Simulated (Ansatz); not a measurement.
The input, for Ansatz 0.2.0:

```yaml
crystal:
  periodic: [false, false, false]
  atoms:
    - {symbol: Ge, position_ang: [0.006411, 0.011585, -0.011612]}
    - {symbol: H, position_ang: [0.567714, 1.045510, 1.020979]}
    - {symbol: H, position_ang: [-1.051152, -1.899334, 1.903844]}
    - {symbol: H, position_ang: [-0.552813, 1.042402, -1.048430]}
    - {symbol: H, position_ang: [0.574194, -1.023468, -1.039520]}
basis:
  gaussian: {orbitals: 6-31G}
total_charge: 1
magnetization: {spin_polarized: false, initial_magnetization: 1}
correlation: {method: fic_nevpt4_sd, electrons: outside_noble_gas, active_space: {window: {electrons: 1, orbitals: 6}}}
```

```sh
$ ansatz run in.yaml --threads 1 --pin off --events-out ev --progress --plain --max-ram 2393MiB
```

Output:

```
379 factors; integrals over basis functions are off by at most 3.9e-4 eV
mean field evaluation 1: about -56512.5050 eV, gradient 9.4e0 eV
mean field evaluation 2: about -56512.5063 eV, gradient 9.4e0 eV
mean field evaluation 4: about -56515.0604 eV, gradient 2.4e0 eV
mean field evaluation 8: about -56515.1245 eV, gradient 1.2e-1 eV
mean field -56515.12502206 eV, -2076.8925372331 hartree, gradient 1.0e-6 eV, S^2 0.750000; 1 other end points of the search recorded, 0 dependent functions left out
reference -56515.12502206 eV, -2076.8925372331 hartree; 18, 17 occupied and 19, 20 virtual orbitals, 379 factors
state -56515.12502206 eV, -2076.8925372331 hartree
state -56515.12502206 eV, -2076.8925372331 hartree; corrected -56517.03302972 eV, -2076.9626552214 hartree
WARN: 5 active orbitals are nearly empty or full. The corrections depend on them more than the energy does, and are more stable in an active space without them
Total energy: -56517.03302972 eV, -2076.9626552214 hartree
```

Ran on 1 thread of Arm Neoverse V2, shared host: 4 s wall, 0.17 GiB peak host memory.
